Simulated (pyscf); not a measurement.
Structures and frequencies: ωB97X-D3(BJ)/def2-SVP in PySCF.

Estimate by transition-state theory the rate constant of `[Br][SiH2][Br]` + `[NH3]` -> `[NH2][SiH]([Br])[Br]` + `[H][H]` (singlet surface; H–Si, H–N broken, N–Si, H–H formed) at 600 K, with ωB97M-D3(BJ)/def2-TZVP energies (ideal gas, 1 atm, RRHO with modes under 100 cm⁻¹ raised to 100, one conformer, R ln 2 for rigid chiral ones; no tunnelling).

The electronic barrier is 35.3 kcal/mol and the thermal terms add +19.1, so ΔG‡ = 54.4 kcal/mol. With k_BT/h = 1.25e+13 s⁻¹ and RT = 1.192 kcal/mol, and a volume of 8.18e-20 cm³ per molecule at 1 atm, k = 1.6e-26 cm³ molecule⁻¹ s⁻¹. Wigner's tunnelling factor for 1549i cm⁻¹ would be 1.58, likely too low at so high a frequency. A shift of 1 kcal/mol in the barrier changes k by a factor 2.3. On the reactant side the descent ends in a complex, 7.3 kcal/mol under the separated species and 42.2 kcal/mol under the saddle at ωB97X-D3(BJ)/def2-TZVP. At the saddle there is also a short H–Si contact that neither side keeps. This is the saddle that the search found; another between the same sides may lie lower. Elements up to Kr have no core potential and no relativistic terms here.
